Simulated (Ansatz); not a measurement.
## Molecular dynamics of AlH3O

The input (input.yaml):

```yaml
crystal:
  periodic: [false, false, false]
  atoms:
    - { symbol: Al, position_ang: [-0.036972, -0.023108, -0.036817] }
    - { symbol: O, position_ang: [-0.03299, -0.124231, 1.683117] }
    - { symbol: H, position_ang: [-0.83368, -0.175607, 2.232049] }
    - { symbol: H, position_ang: [1.404276, 0.047177, -0.693438] }
    - { symbol: H, position_ang: [-1.410135, -0.005631, -0.84781] }
basis:
  gaussian: { orbitals: def2-SVP }
hamiltonian:
  xc: blyp
md:
  timestep: 4.0
  n_steps: 40
  ensemble: nvt_langevin
  temperature: 1000.0
  initial_velocities: maxwell_boltzmann
  seed: 685986
  friction: 0.05
```

Command:

```bash
$ ansatz run input.yaml --threads 1 --pin off --max-ram 2048MiB --backend cpu --events-out ev --progress --plain --runs-dir out
```

It starts from a relaxed structure.

Output, in part (step lines, the closing report, with atoms numbered from 0):

```
md step     0: t =     0.00 fs  T =   800.0 K  F+E_penalty+E_count = -8689.52212691 eV  E_kin = 0.517040 eV  (22 SCF iters)
md step     1: t =     4.00 fs  T =   838.2 K  F+E_penalty+E_count = -8689.13809135 eV  E_kin = 0.541733 eV  (26 SCF iters)
md step     2: t =     8.00 fs  T =  2326.5 K  F+E_penalty+E_count = -8688.76669766 eV  E_kin = 1.503604 eV  (30 SCF iters)
md step     3: t =    12.00 fs  T =  3804.0 K  F+E_penalty+E_count = -8684.04085154 eV  E_kin = 2.458539 eV  (47 SCF iters)
md step     4: t =    16.00 fs  T =  1061.6 K  F+E_penalty+E_count = -8683.39457005 eV  E_kin = 0.686108 eV  (45 SCF iters)
md step     5: t =    20.00 fs  T =   809.9 K  F+E_penalty+E_count = -8683.16125620 eV  E_kin = 0.523444 eV  (38 SCF iters)
md step     6: t =    24.00 fs  T =   901.5 K  F+E_penalty+E_count = -8683.39292064 eV  E_kin = 0.582616 eV  (34 SCF iters)
md step     7: t =    28.00 fs  T =   810.1 K  F+E_penalty+E_count = -8683.28393017 eV  E_kin = 0.523563 eV  (34 SCF iters)
md step     8: t =    32.00 fs  T =  1141.6 K  F+E_penalty+E_count = -8683.48576927 eV  E_kin = 0.737842 eV  (33 SCF iters)
md step     9: t =    36.00 fs  T =  1268.9 K  F+E_penalty+E_count = -8683.87002947 eV  E_kin = 0.820097 eV  (38 SCF iters)
md step    10: t =    40.00 fs  T =  2483.3 K  F+E_penalty+E_count = -8684.46794055 eV  E_kin = 1.604974 eV  (33 SCF iters)
md step    11: t =    44.00 fs  T =  6772.3 K  F+E_penalty+E_count = -8687.50690675 eV  E_kin = 4.376925 eV  (30 SCF iters)
md step    12: t =    48.00 fs  T = 67486377.3 K  F+E_penalty+E_count = -8514.81014396 eV  E_kin = 43616.445293 eV  (66 SCF iters)
md step    13: t =    52.00 fs  T = 179462559.3 K  F+E_penalty+E_count = -8676.30528360 eV  E_kin = 115986.651113 eV  (324 SCF iters)
md step    14: t =    56.00 fs  T = 120172883.2 K  F+E_penalty+E_count = -8676.34178743 eV  E_kin = 77667.733800 eV  (910 SCF iters)
md step    15: t =    60.00 fs  T = 80511247.7 K  F+E_penalty+E_count = -8676.34671360 eV  E_kin = 52034.418940 eV  (245 SCF iters)
md step    16: t =    64.00 fs  T = 53825971.4 K  F+E_penalty+E_count = -8676.27360236 eV  E_kin = 34787.725035 eV  (164 SCF iters)
md step    17: t =    68.00 fs  T = 36149689.4 K  F+E_penalty+E_count = -8676.39217439 eV  E_kin = 23363.544097 eV  (163 SCF iters)
md step    18: t =    72.00 fs  T = 24279063.1 K  F+E_penalty+E_count = -8676.26705862 eV  E_kin = 15691.558322 eV  (195 SCF iters)
md step    19: t =    76.00 fs  T = 16336314.8 K  F+E_penalty+E_count = -8676.30925975 eV  E_kin = 10558.160156 eV  (204 SCF iters)
md step    20: t =    80.00 fs  T = 10903992.1 K  F+E_penalty+E_count = -8676.27998869 eV  E_kin = 7047.250010 eV  (156 SCF iters)
md step    21: t =    84.00 fs  T = 7314917.8 K  F+E_penalty+E_count = -8676.09577003 eV  E_kin = 4727.631324 eV  (198 SCF iters)
md step    22: t =    88.00 fs  T = 4907511.4 K  F+E_penalty+E_count = -8676.23170402 eV  E_kin = 3171.724619 eV  (214 SCF iters)
md step    23: t =    92.00 fs  T = 3256301.3 K  F+E_penalty+E_count = -8676.27812366 eV  E_kin = 2104.547524 eV  (198 SCF iters)
md step    24: t =    96.00 fs  T = 2181402.4 K  F+E_penalty+E_count = -8676.20887643 eV  E_kin = 1409.840335 eV  (242 SCF iters)
md step    25: t =   100.00 fs  T = 1480787.5 K  F+E_penalty+E_count = -8676.33470783 eV  E_kin = 957.032985 eV  (218 SCF iters)
md step    26: t =   104.00 fs  T = 985732.7 K  F+E_penalty+E_count = -8676.12996088 eV  E_kin = 637.079054 eV  (190 SCF iters)
md step    27: t =   108.00 fs  T = 660782.7 K  F+E_penalty+E_count = -8676.34079079 eV  E_kin = 427.063850 eV  (173 SCF iters)
md step    28: t =   112.00 fs  T = 444707.2 K  F+E_penalty+E_count = -8676.25487390 eV  E_kin = 287.414238 eV  (209 SCF iters)
md step    29: t =   116.00 fs  T = 299885.3 K  F+E_penalty+E_count = -8676.20090091 eV  E_kin = 193.815891 eV  (204 SCF iters)
md step    30: t =   120.00 fs  T = 189867.1 K  F+E_penalty+E_count = -8676.30375783 eV  E_kin = 122.711113 eV  (189 SCF iters)
md step    31: t =   124.00 fs  T = 122653.2 K  F+E_penalty+E_count = -8676.18619011 eV  E_kin = 79.270767 eV  (247 SCF iters)
md step    32: t =   128.00 fs  T = 80396.5 K  F+E_penalty+E_count = -8676.34989756 eV  E_kin = 51.960267 eV  (211 SCF iters)
md step    33: t =   132.00 fs  T = 53337.4 K  F+E_penalty+E_count = -8676.42807006 eV  E_kin = 34.471982 eV  (202 SCF iters)
md step    34: t =   136.00 fs  T = 34050.7 K  F+E_penalty+E_count = -8676.40971457 eV  E_kin = 22.006984 eV  (251 SCF iters)
md step    35: t =   140.00 fs  T = 22140.6 K  F+E_penalty+E_count = -8676.35973490 eV  E_kin = 14.309501 eV  (192 SCF iters)
md step    36: t =   144.00 fs  T = 14321.0 K  F+E_penalty+E_count = -8676.32989850 eV  E_kin = 9.255683 eV  (248 SCF iters)
md step    37: t =   148.00 fs  T =  9656.3 K  F+E_penalty+E_count = -8676.41755463 eV  E_kin = 6.240859 eV  (197 SCF iters)
md step    38: t =   152.00 fs  T =  6467.1 K  F+E_penalty+E_count = -8676.30287212 eV  E_kin = 4.179677 eV  (213 SCF iters)
md step    39: t =   156.00 fs  T =  3565.8 K  F+E_penalty+E_count = -8676.27921847 eV  E_kin = 2.304574 eV  (223 SCF iters)
md step    40: t =   160.00 fs  T =  3001.4 K  F+E_penalty+E_count = -8676.02230671 eV  E_kin = 1.939773 eV  (1077 SCF iters)
Total energy: -8676.02285021 eV, -318.8379589258 hartree
Atom 0 at    -0.092325     0.315099     0.185608 Å, force    -0.701233     0.585684    -1.639352 eV/Å
Atom 1 at   -44.818671   -19.638825    51.384265 Å, force     0.000109     0.000056    -0.000101 eV/Å
Atom 2 at   708.991832   297.434276  -803.766255 Å, force     0.000001     0.000001     0.000001 eV/Å
Atom 3 at     1.056100    -0.233539     1.164166 Å, force     0.231028    -0.020469    -0.176716 eV/Å
Atom 4 at    -0.328827     0.819114    -1.640661 Å, force     0.470095    -0.565272     1.816167 eV/Å
Dipole moment:   -33.123240   -13.666351    37.564722 e Å
```

The run went to its last step. The temperature shot up to 1.8e+08 K, far beyond the bath's, so the integration failed: the time step of 4 fs is too long for the fastest motions that this run met, and the later frames carry no physical meaning.

Parted: Al1–O2 1.72 → 70.85 Å, Al1–H5 1.59 → 1.91 Å, O2–H3 0.97 → 1183.24 Å. It ends as AlH + H + H + O by the count below, though a long contact still joins these pieces: Al1–H5, 1.91 Å. Pairs count as bonded within 1.25 times the sum of covalent radii (0.12 Å more for H–H).

Last frame:

```xyz
5
Properties=species:S:1:pos:R:3
Al -0.092 0.315 0.186
O -44.819 -19.639 51.384
H 708.992 297.434 -803.766
H 1.056 -0.234 1.164
H -0.329 0.819 -1.641
```

The run took 55 s on 1 thread of AMD EPYC 9R45 96-Core Processor (Zen 5), on a shared host, peak memory 0.11 GiB.
